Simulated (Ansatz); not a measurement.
Cohesive energy (eV/atom) of solids drawn from the class of oxides, at two levels: r²SCAN in Ansatz (plane waves, PAW), and HSE06 in Ansatz (PAW).

```csv
solid,r²SCAN,HSE06
rock-salt CaO,5.68,5.26
rutile PbO₂,3.80,3.50
corundum (α-Al2O3),6.45,?
"PbO (Pbcm, No. 57)",4.07,3.80
rock-salt MgO,5.25,4.92
corundum Ga₂O₃ (metastable phase),4.91,4.62
rock-salt SrO,5.29,4.91
α-quartz (SiO2),6.47,6.27
stishovite (SiO2),6.33,?
rutile SnO₂,4.85,4.55
```

Problem. Estimate the withheld HSE06 values from the other rows.

Solution. One way: carry over the typical difference. The differences HSE06 − r²SCAN of the other rows, in order: -0.42, -0.38, -0.33, -0.30, -0.30, -0.29, -0.27, -0.20; median -0.300. Corundum (α-Al2O3): 6.45 + (-0.300) = 6.15 eV/atom; the run gives 6.16 eV/atom. Stishovite (SiO2): 6.33 + (-0.300) = 6.03 eV/atom; the run gives 6.10 eV/atom. The differences spread from -0.42 to -0.20, so such an estimate is rough.

Of 10 rows, HSE06 is the larger in 0 and the smaller in 10.

Database compounds that came out metallic weren't drawn.

Spin–orbit coupling is left out, also for the solids with elements from indium on (rutile PbO2, PbO, rutile SnO2); its size isn't shown.

Exact exchange on metals is sensitive to the k mesh.

Free atoms are spin-polarised, in the lowest state found; at levels without +SOC their spin–orbit coupling is left out. Each level is taken at its own relaxed cell. Ansatz's density-functional and Hartree–Fock values are scalar-relativistic unless marked +SOC, with PAW data made under PBE.

Ansatz is a program for electronic structure.
